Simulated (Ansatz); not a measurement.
**CH₂ClFO: one species, many methods**

How much do the methods differ for CH₂ClFO? The plan is to run it at one geometry with functionals of several rungs and with coupled cluster. The yardstick is the atomisation energy at the CCSD(T) limit.

Method: functionals in def2-TZVPP, the program's frozen cores in correlated methods; program: Ansatz 0.2.0, Gaussian basis.

Plan: LDA (SPW92), PBE-D4, revPBE-D4, BLYP-D4, r2SCAN-D4, B97M-V, PBE0-D4, B3LYP-D4, r2SCANh-D4, r2SCAN0-D4, HSE06-D4, BHLYP-D4, CAM-B3LYP-D4, LC-ωPBE, ωB97X-V, ωB97M-V, B2PLYP, PBE-QIDH; CCSD(T)/def2-SVP; CCSD(T)/def2-TZVPP; MP2/def2-QZVPP; extrapolation to the limit; RPA on PBE.

### Step 1. The relaxed structure

An earlier PBE0-D4 in a triple-zeta def2 set relaxation fixed the geometry.

SMILES `OC(F)Cl`, 6 atoms, charge 0, spin multiplicity 1.

Atoms are counted from 1 here; the program's logs count them from 0.

Bond lengths: O1–C2 1.346 Å, O1–H5 0.965 Å, C2–F3 1.357 Å, C2–Cl4 1.794 Å, C2–H6 1.088 Å. Angles: C2–O1–H5 109.3°, O1–C2–F3 111.5°, O1–C2–Cl4 112.4°, O1–C2–H6 109.1°, F3–C2–Cl4 106.8°, F3–C2–H6 109.3°, Cl4–C2–H6 107.6°.

### Step 2. LDA

This LDA is Slater exchange with PW92 correlation.

The input, in.yaml:

```yaml
crystal:
  periodic: [false, false, false]
  atoms:
    - {symbol: O, position_ang: [0.504013, 0.977058, -0.218336]}
    - {symbol: C, position_ang: [0.086605, -0.212692, 0.253836]}
    - {symbol: F, position_ang: [0.593105, -1.241066, -0.471904]}
    - {symbol: Cl, position_ang: [-1.699426, -0.378660, 0.209471]}
    - {symbol: H, position_ang: [0.156415, 1.106978, -1.109436]}
    - {symbol: H, position_ang: [0.401389, -0.315517, 1.290269]}
basis:
  gaussian: {orbitals: def2-TZVPP}
hamiltonian: {xc: lda}
output: {orbitals: {seedname: orbitals}}
```

The runs that follow: PBE-D4 (GGA); revPBE-D4 (GGA); BLYP-D4 (GGA); r2SCAN-D4 (meta-GGA); B97M-V (meta-GGA); PBE0-D4 (hybrid); B3LYP-D4 (hybrid); r2SCANh-D4 (hybrid); r2SCAN0-D4 (hybrid); HSE06-D4 (hybrid); BHLYP-D4 (hybrid); CAM-B3LYP-D4 (range-separated); LC-ωPBE (range-separated); ωB97X-V (range-separated); ωB97M-V (range-separated); B2PLYP (double hybrid); PBE-QIDH (double hybrid); CCSD(T) in def2-SVP; CCSD(T) in def2-TZVPP; MP2 in def2-QZVPP; RPA on PBE orbitals.

Q: Predict the results of all the runs planned. Wanted: atomisation energy, CCSD(T)/CBS; farthest beyond LDA; mean size of error, GGA; mean size of error, meta-GGA; mean size of error, hybrid; mean size of error, range-separated; mean size of error, double hybrid; gap, smallest and largest; T1 diagnostic.

**Answer**, as computed:

| quantity | value |
| --- | --- |
| atomisation energy, CCSD(T)/CBS | 2144.1 kJ/mol |
| functionals within 10.7 kJ/mol (0.5 %) | revPBE-D4, BLYP-D4, B97M-V, PBE0-D4, HSE06-D4, CAM-B3LYP-D4, LC-ωPBE, ωB97X-V, ωB97M-V |
| farthest beyond LDA | BHLYP-D4 (-131.8 kJ/mol) |
| mean size of error, GGA | 34.6 kJ/mol |
| mean size of error, meta-GGA | 7.8 kJ/mol |
| mean size of error, hybrid | 39.3 kJ/mol |
| mean size of error, range-separated | 3.8 kJ/mol |
| mean size of error, double hybrid | 27.0 kJ/mol |
| gap, smallest and largest | 6.77 eV (BLYP-D4), 14.83 eV (LC-ωPBE) |
| T1 diagnostic | 0.0111 |
| triples share of the correlation energy | 3.6 % |

**Reading.** The LDA atomisation energy is off by 443.1 kJ/mol (21 %): it overbinds. PBE-D4 misses by +90.0 kJ/mol. Double hybrids carry the basis error of their MP2 part in triple zeta, and no dispersion term here, so their miss is partly the set-up's. The rungs range-separated, meta-GGA miss on average by less than the doubt on the reference (10.7 kJ/mol), so they tie. Misses under about 10.7 kJ/mol are within the doubt on the reference itself, which lacks core-valence correlation, relativity and higher excitations. Hartree-Fock recovers 66 % of the binding; the rest is correlation. CCSD(T) in def2-SVP is off by -142.9 kJ/mol, so the small basis spoils what the method gains. Orbital gaps span 6.8 to 14.8 eV; exact exchange widens them.
